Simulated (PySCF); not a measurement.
C4H5O2 (doublet state).
Numbering: `[CH2:1][C:2](=[CH2:3])[O:4][CH:5]=[O:6]` (hydrogens: H7, H8 on C1; H9, H10 on C3; H11 on C5)

Computed geometry: GFN2-xTB, gas phase. This method treats the open shell by occupation alone, without spin polarisation.

(1) What internal coordinates does the optimisation give?

Answers

(1) 
```json
{"bond": "C1–C2", "length (Å)": "1.373"}
{"bond": "C2=C3", "length (Å)": "1.375"}
{"bond": "C2–O4", "length (Å)": "1.407"}
{"bond": "O4–C5", "length (Å)": "1.323"}
{"bond": "C5=O6", "length (Å)": "1.193"}
{"bond": "C1–H7", "length (Å)": "1.073"}
{"bond": "C1–H8", "length (Å)": "1.073"}
{"bond": "C3–H9", "length (Å)": "1.073"}
{"bond": "C3–H10", "length (Å)": "1.072"}
{"bond": "C5–H11", "length (Å)": "1.105"}
```

A selection of angles:
```json
{"angle": "C2–C1–H7", "degrees": "122.0"}
{"angle": "C2–C1–H8", "degrees": "119.7"}
{"angle": "H7–C1–H8", "degrees": "118.3"}
{"angle": "C1–C2–C3", "degrees": "125.3"}
{"angle": "C1–C2–O4", "degrees": "119.8"}
{"angle": "C3–C2–O4", "degrees": "114.8"}
{"angle": "C2–C3–H9", "degrees": "120.8"}
{"angle": "C2–C3–H10", "degrees": "120.3"}
{"angle": "H9–C3–H10", "degrees": "118.9"}
{"angle": "C2–O4–C5", "degrees": "120.5"}
{"angle": "O4–C5–O6", "degrees": "128.1"}
{"angle": "O4–C5–H11", "degrees": "107.7"}
{"angle": "O6–C5–H11", "degrees": "124.2"}
```

Torsions: C1–C2–O4–C5 -47° (synclinal); C2–O4–C5–O6 -1° (synperiplanar). The mirror-image conformer, all signs reversed, is as good.

C5 (carbon bonded to 2 O and H) is planar (angles 128.1°, 124.2° and 107.7°, sum 360.0°, 0.01 Å off the plane of its three neighbours). C3 (carbon bonded to C and 2 H) is planar (angles 120.8°, 120.3° and 118.9°, sum 360.0°, 0.01 Å off the plane of its three neighbours). Of the pairs four or more bonds apart, C1···O6 is among the closest relative to their van der Waals radii: 2.88 Å, 89 % of the sum of Bondi's values. C1 (carbon bonded to C and 2 H) is planar (angles 122.0°, 119.7° and 118.3°, sum 360.0°, 0.01 Å off the plane of its three neighbours). C2 (carbon bonded to 2 C and O) is planar (angles 125.3°, 119.8° and 114.8°, sum 359.9°, 0.02 Å off the plane of its three neighbours). The 3 C–O bonds span 1.193 Å (C5=O6, drawn double) to 1.407 Å (C2–O4, drawn single), a spread of 0.214 Å.

Point group: C1 (no symmetry element, even within 0.4 Å). Not checked by GFN2-xTB frequencies. Torsions: H–C1–C2–C3 179° and -2°, C1–C2–O4–C5 -47°, C2–O4–C5–O6 -1°.
